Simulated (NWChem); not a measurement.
System: N2 cation, doublet

NWChem input:

```
start job
memory heap 200 mb stack 900 mb global 1100 mb
charge 1
geometry units angstroms
  N      0.026900    -0.014600    -0.533300
  N     -0.026900     0.014600     0.533300
end
basis spherical
  * library 6-31g*
end
dft
  odft
  mult 2
  xc b3lyp
  iterations 150
end
driver
  maxiter 120
end
task dft optimize
task dft freq
```

Parts of the log:

```
             Northwest Computational Chemistry Package (NWChem) 7.3.0
             --------------------------------------------------------

 ORDER OF PRIMARY AXIS IS BEING SET TO 4
 D4H symmetry detected

                             Geometry "geometry" -> ""
                             -------------------------

 Output coordinates in angstroms (scale by  1.889725989 to convert to a.u.)

  No.       Tag          Charge          X              Y              Z
 ---- ---------------- ---------- -------------- -------------- --------------
    1 N                    7.0000     0.00000000     0.00000000    -0.53417755
    2 N                    7.0000     0.00000000     0.00000000     0.53417755

 Effective nuclear repulsion energy (a.u.)      24.2706614780

      Symmetry information
      --------------------

 Group name             D4h
 Group number             28
 Group order              16
 No. of unique centers     1

                                Z-matrix (autoz)
                                --------

 Units are Angstrom for bonds and degrees for angles

      Type          Name      I     J     K     L     M      Value
      ----------- --------  ----- ----- ----- ----- ----- ----------
    1 Stretch                  1     2                       1.06836

                           NWChem Geometry Optimization
                           ----------------------------

 maximum gradient threshold         (gmax) =   0.000450
 rms gradient threshold             (grms) =   0.000300
 maximum cartesian step threshold   (xmax) =   0.001800
 rms cartesian step threshold       (xrms) =   0.001200
 fixed trust radius                (trust) =   0.300000
 source of zmatrix                         =   autoz

          -------------------
          Energy Minimization
          -------------------

 Using diagonal initial Hessian
 Scaling for Hessian diagonals: bonds = 1.00  angles = 0.25  torsions = 0.10

          --------
          Step   0

                                 NWChem DFT Module
                                 -----------------

 Summary of "ao basis" -> "ao basis" (spherical)
 ------------------------------------------------------------------------------
       Tag                 Description            Shells   Functions and Types
 ---------------- ------------------------------  ------  ---------------------
 N                           6-31g*                  6       14   3s2p1d

[...]

      ----------------------
      Optimization converged
      ----------------------

  Step       Energy      Delta E   Gmax     Grms     Xrms     Xmax
  ---- ---------------- -------- -------- -------- -------- --------
@    3    -108.94374662 -1.0D-08  0.00000  0.00000  0.00003  0.00005
                                     ok       ok       ok       ok

                                Z-matrix (autoz)
                                --------

 Units are Angstrom for bonds and degrees for angles

      Type          Name      I     J     K     L     M      Value     Gradient
      ----------- --------  ----- ----- ----- ----- ----- ---------- ----------
    1 Stretch                  1     2                       1.11697    0.00000

                         Geometry "geometry" -> "geometry"
                         ---------------------------------

 Output coordinates in angstroms (scale by  1.889725989 to convert to a.u.)

  No.       Tag          Charge          X              Y              Z
 ---- ---------------- ---------- -------------- -------------- --------------
    1 N                    7.0000     0.00000000     0.00000000    -0.55848576
    2 N                    7.0000     0.00000000     0.00000000     0.55848576

 Effective nuclear repulsion energy (a.u.)      23.2142762362

      Symmetry information
      --------------------

 Group name             D4h
 Group number             28
 Group order              16
 No. of unique centers     1

                Final and change from initial internal coordinates
                --------------------------------------------------

                                Z-matrix (autoz)
                                --------

 Units are Angstrom for bonds and degrees for angles

[...]

 Rotational Constants
 --------------------
 A=   0.000000 cm-1  (  0.000000 K)
 B=   1.929846 cm-1  (  2.776556 K)
 C=   1.929846 cm-1  (  2.776556 K)

 Temperature                      =   298.15K
 frequency scaling parameter      =   1.0000

 Linear Molecule

 Zero-Point correction to Energy  =    3.350 kcal/mol  (  0.005338 au)
 Thermal correction to Energy     =    4.831 kcal/mol  (  0.007698 au)
 Thermal correction to Enthalpy   =    5.423 kcal/mol  (  0.008642 au)

 Total Entropy                    =   45.807 cal/mol-K
   - Translational                =   35.908 cal/mol-K (mol. weight =  28.0061)
   - Rotational                   =    9.898 cal/mol-K (symmetry #  =        2)
   - Vibrational                  =    0.000 cal/mol-K

 Cv (constant volume heat capacity) =    4.969 cal/mol-K
   - Translational                  =    2.979 cal/mol-K
   - Rotational                     =    1.986 cal/mol-K
   - Vibrational                    =    0.003 cal/mol-K

[normal modes left out]

 ----------------------------------------------------------------------------
 Normal Eigenvalue ||           Projected Infra Red Intensities
  Mode   [cm**-1]  || [atomic units] [(debye/angs)**2] [(KM/mol)] [arbitrary]
 ------ ---------- || -------------- ----------------- ---------- -----------
    1       -0.000 ||    0.017862           0.412        17.413       9.999
    2       -0.000 ||    0.026797           0.618        26.123      15.001
    3        0.000 ||    0.017862           0.412        17.413       9.999
    4        0.000 ||    0.026797           0.618        26.123      15.001
    5        0.000 ||    0.017862           0.412        17.413       9.999
    6     2344.419 ||    0.000000           0.000         0.000       0.000
 ----------------------------------------------------------------------------
```

Level: B3LYP/6-31G* (spherical d), spin-unrestricted. B3LYP is NWChem's, with the RPA form of VWN correlation.
